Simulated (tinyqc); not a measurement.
Inside a calculation. Method: CIS on RHF in the sto-3g basis, frozen core, for OH-, spin multiplicity 1. The basis has no diffuse functions, so it cannot describe the extra electron: this is an exercise in the method, not the real anion. Computed by tinyqc, a small Python program that keeps every step (integrals from PySCF). Settings: charge = -1, multiplicity = 1, basis = sto-3g, method = RHF, frozen orbitals = 1, energy threshold = 1e-10, iteration cap = 89, orthogonalisation = canonical, start = core, DIIS depth = 6. Command: `OMP_NUM_THREADS=1 python tinyqc.py 28088 28089 out.jsonl` (the two numbers bound the seeds that draw the settings). One thread of a shared host (Intel(R) Xeon(R) Processor @ 2.60GHz), about 0.07 s of CPU time with the checks. The early iterations of the SCF are left out here.

## One-electron integrals

Geometry (angstrom):

| atom | x | y | z |
|---|---|---|---|
| O | 0.000000 | 0.000000 | 0.000000 |
| H | 0.000000 | 0.000000 | 0.874000 |

Basis sto-3g: exponents (1/bohr^2) and contraction coefficients of normalised primitives:

| element | l (shell) | exponent | coefficient |
|---|---|---|---|
| O | s (1) | 130.709320 | 0.154329 |
| O | s (1) | 23.808861 | 0.535328 |
| O | s (1) | 6.443608 | 0.444635 |
| O | s (2) | 5.033151 | -0.099967 |
| O | s (2) | 1.169596 | 0.399513 |
| O | s (2) | 0.380389 | 0.700115 |
| O | p (3) | 5.033151 | 0.155916 |
| O | p (3) | 1.169596 | 0.607684 |
| O | p (3) | 0.380389 | 0.391957 |
| H | s (1) | 3.425251 | 0.154329 |
| H | s (1) | 0.623914 | 0.535328 |
| H | s (1) | 0.168855 | 0.444635 |

Overlap, kinetic and nuclear-attraction integrals over the contracted functions; the nuclear repulsion is the sum of Za Zb / Rab.

nuclear repulsion = 4.84372733 hartree

overlap S:
```
           1O 1s     1O 2s    1O 2px    1O 2py    1O 2pz     2H 1s
1O 1s   1.000000  0.236704  0.000000  0.000000  0.000000  0.065659
1O 2s   0.236704  1.000000  0.000000  0.000000  0.000000  0.530861
1O 2px  0.000000  0.000000  1.000000  0.000000  0.000000  0.000000
1O 2py  0.000000  0.000000  0.000000  1.000000  0.000000  0.000000
1O 2pz  0.000000  0.000000  0.000000  0.000000  1.000000  0.420524
2H 1s   0.065659  0.530861  0.000000  0.000000  0.420524  1.000000
```

kinetic energy T (hartree):
```
            1O 1s      1O 2s    1O 2px    1O 2py    1O 2pz     2H 1s
1O 1s   29.003200  -0.168011  0.000000  0.000000  0.000000  0.004844
1O 2s   -0.168011   0.808128  0.000000  0.000000  0.000000  0.172532
1O 2px   0.000000   0.000000  2.528731  0.000000  0.000000  0.000000
1O 2py   0.000000   0.000000  0.000000  2.528731  0.000000  0.000000
1O 2pz   0.000000   0.000000  0.000000  0.000000  2.528731  0.352085
2H 1s    0.004844   0.172532  0.000000  0.000000  0.352085  0.760032
```

nuclear attraction V (hartree):
```
             1O 1s      1O 2s     1O 2px     1O 2py     1O 2pz      2H 1s
1O 1s   -61.223921  -7.326396   0.000000   0.000000  -0.018620  -2.099944
1O 2s    -7.326396  -9.644015   0.000000   0.000000  -0.210861  -4.214140
1O 2px    0.000000   0.000000  -9.520782   0.000000   0.000000   0.000000
1O 2py    0.000000   0.000000   0.000000  -9.520782   0.000000   0.000000
1O 2pz   -0.018620  -0.210861   0.000000   0.000000  -9.672420  -3.059626
2H 1s    -2.099944  -4.214140   0.000000   0.000000  -3.059626  -5.826316
```

core Hamiltonian H = T + V (hartree):
```
             1O 1s      1O 2s     1O 2px     1O 2py     1O 2pz      2H 1s
1O 1s   -32.220721  -7.494407   0.000000   0.000000  -0.018620  -2.095100
1O 2s    -7.494407  -8.835887   0.000000   0.000000  -0.210861  -4.041608
1O 2px    0.000000   0.000000  -6.992051   0.000000   0.000000   0.000000
1O 2py    0.000000   0.000000   0.000000  -6.992051   0.000000   0.000000
1O 2pz   -0.018620  -0.210861   0.000000   0.000000  -7.143689  -2.707542
2H 1s    -2.095100  -4.041608   0.000000   0.000000  -2.707542  -5.066284
```

## Two-electron integrals

Functions are numbered as in S; the eight-fold symmetry (ij|kl) = (ji|kl) = (kl|ij) leaves the list below.

Two-electron integrals (ij|kl) in chemists' order, unique and non-zero (hartree):
```
(11|11) 4.785065   (21|11) 0.741380   (21|21) 0.136873   (22|11) 1.118947
(22|21) 0.256633   (22|22) 0.817206   (31|31) 0.024477   (32|31) 0.037809
(32|32) 0.180518   (33|11) 1.115814   (33|21) 0.256684   (33|22) 0.817023
(33|33) 0.880159   (41|41) 0.024477   (42|41) 0.037809   (42|42) 0.180518
(43|43) 0.047444   (44|11) 1.115814   (44|21) 0.256684   (44|22) 0.817023
(44|33) 0.785270   (44|44) 0.880159   (51|51) 0.024477   (52|51) 0.037809
(52|52) 0.180518   (53|53) 0.047444   (54|54) 0.047444   (55|11) 1.115814
(55|21) 0.256684   (55|22) 0.817023   (55|33) 0.785270   (55|44) 0.785270
(55|55) 0.880159   (61|11) 0.209516   (61|21) 0.038305   (61|22) 0.071197
(61|33) 0.071067   (61|44) 0.071067   (61|51) 0.001732   (61|52) 0.003223
(61|55) 0.071464   (61|61) 0.010855   (62|11) 0.464594   (62|21) 0.107692
(62|22) 0.374459   (62|33) 0.368510   (62|44) 0.368510   (62|51) 0.007958
(62|52) 0.058467   (62|55) 0.386016   (62|61) 0.030615   (62|62) 0.205046
(63|31) 0.011803   (63|32) 0.066727   (63|53) 0.012423   (63|63) 0.030749
(64|41) 0.011803   (64|42) 0.066727   (64|54) 0.012423   (64|64) 0.030749
(65|11) 0.314615   (65|21) 0.073942   (65|22) 0.274742   (65|33) 0.262028
(65|44) 0.262028   (65|51) 0.016666   (65|52) 0.107993   (65|55) 0.299874
(65|61) 0.022036   (65|62) 0.182786   (65|65) 0.192085   (66|11) 0.573840
(66|21) 0.135153   (66|22) 0.534053   (66|33) 0.512353   (66|44) 0.512353
(66|51) 0.014023   (66|52) 0.137201   (66|55) 0.576838   (66|61) 0.038847
(66|62) 0.353277   (66|65) 0.360360   (66|66) 0.774606
```

## Orthogonalisation

S = U s U^T; canonical form X = U s^(-1/2), so that X^T S X = 1. Each column of U has its largest component positive (the first on a tie).

eigenvalues of S: 0.311427  0.840621  1.000000  1.000000  1.124858  1.723094

X:
```
                1          2          3         4          5         6
1O 1s    0.237315   0.786661   0.000000  0.000000  -0.596289  0.190148
1O 2s   -1.032482  -0.471662   0.000000  0.000000  -0.364505  0.438652
1O 2px   0.000000   0.000000  -0.319603  0.947552   0.000000  0.000000
1O 2py   0.000000   0.000000   0.947552  0.319603   0.000000  0.000000
1O 2pz  -0.753263   0.551861   0.000000  0.000000   0.606732  0.298173
2H 1s    1.233403  -0.209156   0.000000  0.000000   0.180146  0.512710
```

Within a degenerate level the vectors are fixed only up to a rotation; this is one choice.

## Iteration 7 (converged): orbitals

converged F (hartree):
```
             1O 1s      1O 2s    1O 2px    1O 2py     1O 2pz      2H 1s
1O 1s   -19.337107  -4.964589  0.000000  0.000000  -0.028382  -1.397195
1O 2s    -4.964589  -1.779697  0.000000  0.000000  -0.100723  -0.846861
1O 2px    0.000000   0.000000  0.263818  0.000000   0.000000   0.000000
1O 2py    0.000000   0.000000  0.000000  0.263818   0.000000   0.000000
1O 2pz   -0.028382  -0.100723  0.000000  0.000000   0.358414  -0.332279
2H 1s    -1.397195  -0.846861  0.000000  0.000000  -0.332279  -0.248496
```

Diagonalise F' = X^T F X, C = X C', fill 5 alpha and 5 beta electrons from the bottom; D = 2 C_occ C_occ^T. Each column has its largest component positive (the first on a tie).

F' = X^T F X (hartree):
```
           1          2         3         4          5          6
1   1.081854  -1.193882  0.000000  0.000000   0.541668  -0.281441
2  -1.193882  -8.182823  0.000000  0.000000   8.610417  -4.025143
3   0.000000   0.000000  0.263818  0.000000   0.000000   0.000000
4   0.000000   0.000000  0.000000  0.263818   0.000000   0.000000
5   0.541668   8.610417  0.000000  0.000000  -8.742357   4.496936
6  -0.281441  -4.025143  0.000000  0.000000   4.496936  -2.687745
```

orbital energies (hartree): MO1 -19.346376, MO2 -0.616431, MO3 0.076534, MO4 0.263818, MO5 0.263818, MO6 1.355202

coefficients C:
```
              MO1        MO2        MO3       MO4        MO5        MO6
1O 1s    0.994077  -0.229787  -0.123297  0.000000   0.000000   0.103330
1O 2s    0.026320   0.805029   0.657437  0.000000   0.000000  -0.729915
1O 2px   0.000000   0.000000   0.000000  0.903400  -0.428799   0.000000
1O 2py   0.000000   0.000000   0.000000  0.428799   0.903400   0.000000
1O 2pz   0.004883   0.099673  -0.575867  0.000000   0.000000  -0.993683
2H 1s   -0.008375   0.309390  -0.617472  0.000000   0.000000   1.176133
```

D after iteration 7:
```
            1O 1s      1O 2s    1O 2px    1O 2py     1O 2pz      2H 1s
1O 1s    2.112385  -0.479762  0.000000  0.000000   0.105906  -0.006573
1O 2s   -0.479762   2.161978  0.000000  0.000000  -0.596456  -0.314203
1O 2px   0.000000   0.000000  2.000000  0.000000   0.000000   0.000000
1O 2py   0.000000   0.000000  0.000000  2.000000   0.000000   0.000000
1O 2pz   0.105906  -0.596456  0.000000  0.000000   0.683163   0.772758
2H 1s   -0.006573  -0.314203  0.000000  0.000000   0.772758   0.954129
```

Within a degenerate level the vectors are fixed only up to a rotation; this is one choice.

## Convergence

Stop when the energy changes by less than 1e-10 hartree and every element of the error matrix X^T (F D S - S D F) X is below 3e-06.

Course of the cycle:

| iteration | E (hartree) | change | largest element of the error matrix |
|---|---|---|---|
| 1 | -72.91442867 | - | 1.03e+00 |
| 2 | -74.01807286 | -1.10e+00 | 1.61e-01 |
| 3 | -74.02813214 | -1.01e-02 | 1.13e-02 |
| 4 | -74.02818364 | -5.15e-05 | 1.70e-03 |
| 5 | -74.02818514 | -1.50e-06 | 5.78e-05 |
| 6 | -74.02818514 | -2.20e-09 | 1.88e-07 |
| 7 | -74.02818514 | -5.68e-14 | 5.88e-11 |

PySCF RHF in the same basis = -74.02818514 hartree

Converged in 7 iterations.

## Integrals over molecular orbitals

(pq|rs) = sum C_ip C_jq C_kr C_ls (ij|kl), one index at a time.

one-electron integrals over orbitals h = C^T H C (hartree):
```
            1          2          3          4          5          6
1  -32.202314   0.571220   0.296650   0.000000   0.000000  -0.248791
2    0.571220  -7.126184  -0.635046   0.000000   0.000000   1.220459
3    0.296650  -0.635046  -6.200675   0.000000   0.000000  -1.230212
4    0.000000   0.000000   0.000000  -6.992051   0.000000   0.000000
5    0.000000   0.000000   0.000000   0.000000  -6.992051   0.000000
6   -0.248791   1.220459  -1.230212   0.000000   0.000000  -5.526340
```

Two-electron integrals over orbitals (pq|rs), unique and non-zero (hartree); the lowest 1 orbital is frozen and left out:
```
(22|22) 0.733695    (32|22) -0.006550   (32|32) 0.147898    (33|22) 0.660542
(33|32) 0.055147    (33|33) 0.708025    (42|42) 0.140035    (43|42) 0.056822
(43|43) 0.056181    (44|22) 0.739911    (44|32) 0.093157    (44|33) 0.682218
(44|44) 0.880159    (52|52) 0.140035    (53|52) 0.056822    (53|53) 0.056181
(54|54) 0.047444    (55|22) 0.739911    (55|32) 0.093157    (55|33) 0.682218
(55|44) 0.785270    (55|55) 0.880159    (62|22) -0.118746   (62|32) 0.002235
(62|33) -0.026919   (62|44) -0.134594   (62|55) -0.134594   (62|62) 0.111346
(63|22) 0.066053    (63|32) 0.111045    (63|33) 0.090289    (63|44) 0.131019
(63|55) 0.131019    (63|62) -0.050146   (63|63) 0.139573    (64|42) -0.047743
(64|43) 0.002265    (64|64) 0.039379    (65|52) -0.047743   (65|53) 0.002265
(65|65) 0.039379    (66|22) 0.695652    (66|32) -0.048899   (66|33) 0.648831
(66|44) 0.664689    (66|55) 0.664689    (66|62) -0.087753   (66|63) 0.022712
(66|66) 0.728972
```

## CIS matrix, singlets

A(ia,jb) = (e_a - e_i) d_ij d_ab + 2 (ia|jb) - (ij|ab).

CIS matrix A, singlet (hartree):
```
           2>6        3>6       4>6       5>6
2>6   1.498674  -0.051393  0.000000  0.000000
3>6  -0.051393   0.908985  0.000000  0.000000
4>6   0.000000   0.000000  0.505453  0.000000
5>6   0.000000   0.000000  0.000000  0.505453
```

## CIS singlet states

dipole integrals <i|r|a> (bohr):
```
             x          y          z
2>6   0.000000   0.000000   0.202617
3>6   0.000000   0.000000  -0.923571
4>6  -0.055762  -0.026468   0.000000
5>6   0.026468  -0.055762   0.000000
```

Diagonalise A (1 hartree = 27.211386 eV); each vector has its largest component positive (the first on a tie). The transition dipole is mu = sqrt2 sum c_ia <i|r|a>.

singlet excitation energies (eV): 13.754077  13.754077  24.613763  40.901959

lowest vectors:
```
      state 1    state 2   state 3    state 4
2>6  0.000000   0.000000  0.086179   0.996280
3>6  0.000000   0.000000  0.996280  -0.086179
4>6  0.034038   0.999421  0.000000   0.000000
5>6  0.999421  -0.034038  0.000000   0.000000
```

oscillator strengths 2/3 w |mu|^2: 0.002568  0.002568  0.982716  0.158763

Within a degenerate level the vectors are fixed only up to a rotation; this is one choice.

## CIS matrix, triplets

A(ia,jb) = (e_a - e_i) d_ij d_ab - (ij|ab).

CIS matrix A, triplet (hartree):
```
          2>6       3>6       4>6       5>6
2>6  1.275982  0.048899  0.000000  0.000000
3>6  0.048899  0.629838  0.000000  0.000000
4>6  0.000000  0.000000  0.426696  0.000000
5>6  0.000000  0.000000  0.000000  0.426696
```

## CIS triplet states

Diagonalise A (1 hartree = 27.211386 eV); each vector has its largest component positive (the first on a tie).

triplet excitation energies (eV): 11.610988  11.610988  17.038632  34.821365

lowest vectors:
```
      state 1    state 2    state 3   state 4
2>6  0.000000   0.000000  -0.075038  0.997181
3>6  0.000000   0.000000   0.997181  0.075038
4>6  0.031474   0.999505   0.000000  0.000000
5>6  0.999505  -0.031474   0.000000  0.000000
```

Within a degenerate level the vectors are fixed only up to a rotation; this is one choice.
